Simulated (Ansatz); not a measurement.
`[C]#C[SiH3]`, charge 0, multiplicity 2.

**Question.** Give a relaxed structure at PBE0-D4/def2-TZVP (Ansatz). (Best estimate.)

**Answer.** Ansatz gave: 
Cartesian coordinates in Å:
```
C 1.230 1.421 1.599
C 0.627 0.722 0.813
Si -0.285 -0.329 -0.371
H -1.439 -0.944 0.326
H 0.627 -1.384 -0.875
H -0.758 0.515 -1.494
```
Point group C3v.
